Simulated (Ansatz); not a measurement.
The input, for Ansatz 0.2.0:

```yaml
crystal:
  periodic: [false, false, false]
  atoms:
    - {symbol: Al, position_ang: [0.000000, 0.000000, 1.150006]}
    - {symbol: Al, position_ang: [0.000000, 0.000000, -1.150006]}
    - {symbol: H, position_ang: [0.000000, 0.000000, 2.724549]}
    - {symbol: H, position_ang: [0.000000, 0.000000, -2.724549]}
basis:
  gaussian: {orbitals: 6-31G}
magnetization: {spin_polarized: true, initial_magnetization: 4}
hamiltonian: {xc: {name: r2SCAN}}
correlation: {method: ccsdt, electrons: outside_noble_gas, diis_vectors: 2}
```

```sh
$ ansatz run in.yaml --threads 1 --pin off --events-out ev --progress --plain --max-ram 2393MiB
```

The program prints:

```
594 factors; integrals over basis functions are off by at most 1.3e-7 eV
mean field evaluation 1: about -13216.1907 eV, gradient 3.9e0 eV
mean field evaluation 2: about -13216.1919 eV, gradient 3.9e0 eV
mean field evaluation 4: about -13216.3434 eV, gradient 1.0e0 eV
mean field evaluation 8: about -13216.3580 eV, gradient 5.6e-3 eV
mean field evaluation 16: about -13215.2919 eV, gradient 2.3e0 eV
mean field evaluation 32: about -13216.3428 eV, gradient 7.7e-1 eV
mean field -13216.35796811 eV, -485.6921969587 hartree, gradient 4.9e-6 eV, S^2 6.004858; 5 other end points of the search recorded, 0 dependent functions left out
10 core orbitals not correlated: weight in the atoms' cores, before any rotation towards them, 1.000 or more for the frozen orbitals, at most 0.000 for the correlated occupied ones
reference -13188.39876310 eV, -484.6647151262 hartree; 6, 2 occupied and 14, 18 virtual orbitals, 594 factors
second order -1.85593686 eV of doubles, -0.20353722 eV of singles
cycle   1  -2.39467591 eV  change   -3.4e-1 eV  update   9.1e-2
cycle   2  -2.65519820 eV  change   -2.6e-1 eV  update   4.7e-2
cycle   3  -2.78830752 eV  change   -1.3e-1 eV  update   2.7e-2
cycle   4  -2.80522254 eV  change   -1.7e-2 eV  update   1.2e-2
cycle   5  -2.81187751 eV  change   -6.7e-3 eV  update   7.8e-3
cycle   6  -2.81315768 eV  change   -1.3e-3 eV  update   3.5e-3
cycle   7  -2.81091822 eV  change    2.2e-3 eV  update   2.4e-3
cycle   8  -2.80943807 eV  change    1.5e-3 eV  update   1.4e-3
cycle   9  -2.80775975 eV  change    1.7e-3 eV  update   7.9e-4
cycle  10  -2.80746765 eV  change    2.9e-4 eV  update   4.5e-4
cycle  11  -2.80694474 eV  change    5.2e-4 eV  update   2.2e-4
cycle  12  -2.80690171 eV  change    4.3e-5 eV  update   1.4e-4
cycle  13  -2.80689623 eV  change    5.5e-6 eV  update   8.4e-5
cycle  14  -2.80695239 eV  change   -5.6e-5 eV  update   5.2e-5
cycle  15  -2.80693366 eV  change    1.9e-5 eV  update   2.8e-5
cycle  16  -2.80695107 eV  change   -1.7e-5 eV  update   2.1e-5
cycle  17  -2.80694598 eV  change    5.1e-6 eV  update   1.3e-5
cycle  18  -2.80694115 eV  change    4.8e-6 eV  update   7.5e-6
cycle  19  -2.80693598 eV  change    5.2e-6 eV  update   3.3e-6
cycle  20  -2.80693771 eV  change   -1.7e-6 eV  update   1.2e-6
cycle  21  -2.80693721 eV  change    5.1e-7 eV  update   7.6e-7
Total energy: -13191.20570031 eV, -484.7678681659 hartree
```

Ran on 1 thread of Intel Xeon, shared host: 16 s wall, 0.14 GiB peak host memory.
